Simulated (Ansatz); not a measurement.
Ansatz (an electronic-structure program) input (B3LYP-D3(BJ)/def2-TZVP):

Ansatz 0.2 input:
```yaml
crystal:
  periodic: [false, false, false]
  atoms:
    - {symbol: S, position_ang: [-0.00945152, 0.14415248, 1.56125171]}
    - {symbol: C, position_ang: [-0.00820374, 1.41992749, 0.34405134]}
    - {symbol: C, position_ang: [-0.01323925, -1.06528269, 0.32856361]}
    - {symbol: C, position_ang: [-0.01040099, 0.85939036, -0.85618143]}
    - {symbol: C, position_ang: [-0.01340824, -0.54022635, -0.92595602]}
    - {symbol: H, position_ang: [-0.00506559, 2.44067692, 0.65978385]}
    - {symbol: H, position_ang: [-0.01465065, -2.09885785, 0.61485155]}
    - {symbol: H, position_ang: [-0.01473877, -1.11577468, -1.83216055]}
basis:
  gaussian:
    orbitals: def2-TZVP
hamiltonian:
  xc: b3lyp
  dispersion: d3bj
magnetization: {spin_polarized: true, initial_magnetization: 1}
relax: {f_tol: 0.002, max_steps: 150}
```

End of the output:

```
mean field -15031.70291612 eV, -552.4048933131 hartree, gradient 2.2e-5 eV, S^2 0.757443; 0 other end points of the search recorded, 0 dependent functions left out
the calculation of the forces begins
reference -15031.70315037 eV, -552.4049019219 hartree; 22, 21 occupied and 157, 158 virtual orbitals, 1123 factors
relax step   4: F+E_penalty+E_count = -15032.08808245 eV  Δ(F+E_penalty+E_count) = -6.795e-4 eV  max|allowed force component| = 2.842e-2 eV/Å  Δτ_max = 0.0048 Å  (40 SCF iters, accepted)
these checks for a lower state are left out or cut short: starts, cluster_reference, orbital_swaps, neighbouring_geometries, increment
integrals: 0.09 GiB planned
1123 factors; their error is unknown
mean field: 1.13 GiB planned
mean field -15031.70302962 eV, -552.4048974842 hartree, gradient 1.6e-5 eV, S^2 0.757454; 0 other end points of the search recorded, 0 dependent functions left out
the calculation of the forces begins
reference -15031.70326389 eV, -552.4049060936 hartree; 22, 21 occupied and 157, 158 virtual orbitals, 1123 factors
relax step   5: F+E_penalty+E_count = -15032.08823769 eV  Δ(F+E_penalty+E_count) = -1.552e-4 eV  max|allowed force component| = 1.682e-2 eV/Å  Δτ_max = 0.0031 Å  (41 SCF iters, accepted)
these checks for a lower state are left out or cut short: starts, cluster_reference, orbital_swaps, neighbouring_geometries, increment
integrals: 0.09 GiB planned
1123 factors; their error is unknown
mean field: 1.13 GiB planned
mean field -15031.70304700 eV, -552.4048981228 hartree, gradient 1.7e-5 eV, S^2 0.757443; 0 other end points of the search recorded, 0 dependent functions left out
the calculation of the forces begins
reference -15031.70328127 eV, -552.4049067323 hartree; 22, 21 occupied and 157, 158 virtual orbitals, 1123 factors
relax step   6: F+E_penalty+E_count = -15032.08824830 eV  Δ(F+E_penalty+E_count) = -1.061e-5 eV  max|allowed force component| = 9.629e-3 eV/Å  Δτ_max = 0.0018 Å  (41 SCF iters, accepted)
these checks for a lower state are left out or cut short: starts, cluster_reference, orbital_swaps, neighbouring_geometries, increment
integrals: 0.09 GiB planned
1123 factors; their error is unknown
mean field: 1.13 GiB planned
mean field evaluation 64: about -15031.7031 eV, gradient 4.4e-3 eV
mean field -15031.70305774 eV, -552.4048985175 hartree, gradient 1.6e-5 eV, S^2 0.757446; 0 other end points of the search recorded, 0 dependent functions left out
the calculation of the forces begins
reference -15031.70329203 eV, -552.4049071276 hartree; 22, 21 occupied and 157, 158 virtual orbitals, 1123 factors
relax step   7: F+E_penalty+E_count = -15032.08825921 eV  Δ(F+E_penalty+E_count) = -1.091e-5 eV  max|allowed force component| = 8.636e-4 eV/Å  Δτ_max = 0.0011 Å  (41 SCF iters, accepted)
integrals: 0.09 GiB planned
1123 factors; their error is unknown
mean field: 1.13 GiB planned
mean field -15031.70305774 eV, -552.4048985175 hartree, gradient 1.6e-5 eV, S^2 0.757446; 1 other end points of the search recorded, 0 dependent functions left out
the calculation of the forces begins
reference -15031.70329203 eV, -552.4049071276 hartree; 22, 21 occupied and 157, 158 virtual orbitals, 1123 factors
Total energy: -15032.08849351 eV, -552.4190630208 hartree
Atom 0 at    -0.009402     0.149873     1.545681 Å, force    -0.000070    -0.000858    -0.000440 eV/Å
Atom 1 at    -0.007863     1.427059     0.362551 Å, force    -0.000018     0.000512     0.000235 eV/Å
Atom 2 at    -0.013040    -1.070770     0.331941 Å, force     0.000037     0.000646     0.000032 eV/Å
Atom 3 at    -0.010122     0.862252    -0.857164 Å, force    -0.000163    -0.000420     0.000669 eV/Å
Atom 4 at    -0.013112    -0.544881    -0.931716 Å, force     0.000041    -0.000581    -0.000206 eV/Å
Atom 5 at    -0.005535     2.459850     0.665290 Å, force     0.000122     0.000114    -0.000152 eV/Å
Atom 6 at    -0.014919    -2.110791     0.616666 Å, force     0.000006     0.000864    -0.000391 eV/Å
Atom 7 at    -0.015165    -1.128587    -1.839046 Å, force     0.000045    -0.000276     0.000253 eV/Å
Dipole moment:    -0.000213    -0.114106     0.047197 e Å
```

It need not be the lowest isomer of its formula.
